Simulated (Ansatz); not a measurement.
**SiH$_{4}$, singlet in 6-31G: errors against full CI**

Geometry: MP2(full)/6-31G*, from the G2/97 set.

```yaml
atoms:
  - { symbol: Si, position_ang: [0.0000, 0.0000, 0.0000] }
  - { symbol: H, position_ang: [0.8561, 0.8561, 0.8561] }
  - { symbol: H, position_ang: [-0.8561, -0.8561, 0.8561] }
  - { symbol: H, position_ang: [-0.8561, 0.8561, -0.8561] }
  - { symbol: H, position_ang: [0.8561, -0.8561, -0.8561] }
```

Basis 6-31G; Ansatz 0.2.0. Only valence electrons are correlated (noble-gas cores frozen), which leaves 8 electrons in 16 orbitals. Prefix R: restricted or restricted open-shell reference. Active spaces: valence = (8e, 8o) chosen from the atoms' valence shells.

Full CI is exact within this basis and frozen core; it isn't the basis-set limit.

```
UHF ⟨S²⟩                          : 0.000
T1 diagnostic (RCCSD)             : 0.0080
largest doubles amplitude (RCCSD) : 0.039
```

```tsv
level	E − E(full CI) (kJ/mol)	share of correlation (%)	wall time
RHF	225.9	0.00	–
RMP2	64.5	71.45	–
CISD	11.4	94.97	0.27 s
RCCSD	3.1	98.64	–
RCCSD(T)	0.9	99.61	0.3 s
BCCD(T)	0.9	99.61	0.61 s
RCCSDT	0.1	99.95	–
CISDTQ	0.2	99.89	1.1 s
RCCSDT(Q)	0.0	99.99	0.64 s
RCCSDTQ	0.0	100.00	3.7 s
CASSCF (valence space)	57.4	74.57	–
NEVPT2 (valence space)	17.2	92.38	6 s
MRCISD (valence space)	1.8	99.22	–
MRCISD+Q (valence space)	1.0	99.56	2.9 s
```

The correlation energy at full CI, counted from RHF, is -2.341 eV. That run took 4.6 s on 1 thread of AMD EPYC 7R13, shared host over 828,944 determinants.

Times hold each run's SCF and search for its determinant on a shared host, so for small cases they say little of a method's own cost; they ran on 1 thread of AMD EPYC 7R13.

The full-CI state has the irrep A1 of C2v, in the program's axes (one component, if the state is degenerate).

Natural occupations of full CI about the gap: 1.980 1.965 1.965 1.965 0.031 0.024 0.024 0.024 0.005 0.005; effectively unpaired electrons, Σ n²(2−n)², 0.03.

Atomization energy (electronic, same basis, no zero-point term; atoms at the same level, unrestricted beside the R rows where the molecule is a closed shell, with restricted open-shell steps beyond CCSDT(Q)) at full CI: 1089.2 kJ/mol. Errors of other levels:

```json
{"level": "RHF", "error (kJ/mol)": "-163.8"}
{"level": "RMP2", "error (kJ/mol)": "-40.7"}
{"level": "CISD", "error (kJ/mol)": "-10.8"}
{"level": "RCCSD", "error (kJ/mol)": "-2.6"}
{"level": "RCCSD(T)", "error (kJ/mol)": "-0.8"}
{"level": "BCCD(T)", "error (kJ/mol)": "-0.7"}
{"level": "RCCSDT", "error (kJ/mol)": "-0.1"}
{"level": "CISDTQ", "error (kJ/mol)": "-0.2"}
{"level": "RCCSDT(Q)", "error (kJ/mol)": "0.0"}
{"level": "RCCSDTQ", "error (kJ/mol)": "0.0"}
{"level": "CASSCF (valence space)", "error (kJ/mol)": "-29.8"}
{"level": "NEVPT2 (valence space)", "error (kJ/mol)": "-6.2"}
{"level": "MRCISD (valence space)", "error (kJ/mol)": "-1.5"}
{"level": "MRCISD+Q (valence space)", "error (kJ/mol)": "-1.0"}
```

This basis is far from its limit, so the value isn't to be set against a measured one. Truncated CI isn't size-consistent, which counts against it in atomization.
